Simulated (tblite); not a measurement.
Species: C4H6N (doublet state).
Atom-mapped SMILES: `[N:1]=[CH:2][CH:3]1[CH2:4][CH2:5]1` (hydrogens: H6 on C2; H7 on C3; H8, H9 on C4; H10, H11 on C5)

Structure used (GFN2-xTB), in Å, numbered top down from 1:
```xyz
11
C4H6N angstrom
N      2.6028   -0.1902   -0.7193
C      1.5239   -0.3913   -0.1808
C      0.2586    0.3537   -0.3994
C     -1.0486   -0.3891   -0.3267
C     -0.6755    0.5600    0.7624
H      1.4114   -1.1998    0.5592
H      0.3547    1.1484   -1.1274
H     -1.0243   -1.4485   -0.1183
H     -1.8197   -0.1040   -1.0257
H     -0.3910    0.1556    1.7222
H     -1.1869    1.5079    0.8278
```

Structure optimised with GFN2-xTB, isolated species. This method treats the open shell by occupation alone, without spin polarisation.

Take the most abundant isotopes and a rigid rotor. The values belong to one conformer with, in the numbering `[N:1]=[CH:2][CH:3]1[CH2:4][CH2:5]1`, N1–C2–C3–C4 146°.

What are A, B and C (MHz)?

Ia = 31.18, Ib = 152.07, Ic = 160.49 u·Å²; 505379 MHz·u·Å²/I gives A = 16208, B = 3323, C = 3149 MHz.

What kind of rotor is it?

A near-prolate asymmetric top; Ray's κ = -0.973.

What does the inertial defect say?

Not planar: Δ = Ic − Ia − Ib = -22.75 u·Å². For a rigid frame Δ = −2 Σ m c², so Σ m c² = 11.38 u·Å² lies off the ab plane: 7.28 from hydrogen and 4.10 from heavier atoms. The atom farthest from that plane is 1.52 Å away.

Estimate the classical rotational partition function at 100 K, 298.15 K and 500 K.

Point group Cs, symmetry number σ = 1; q = (√π/σ)·√((kT/h)³/(ABC)), k/h = 20836.6 MHz/K: 12900 at 100 K, 66600 at 298.15 K, 145000 at 500 K.

For this open shell read J as N, the rotation without spin; fine and hyperfine splittings come on top. Its GFN2-xTB frequencies are all real (lowest 105 cm⁻¹). These are rigid-rotor constants of the computed structure; measured ground-state constants (B0) also hold zero-point vibration.

The run took 0.34 s wall on one thread of an Arm Neoverse N1, shared host. These figures are those of the optimisation.
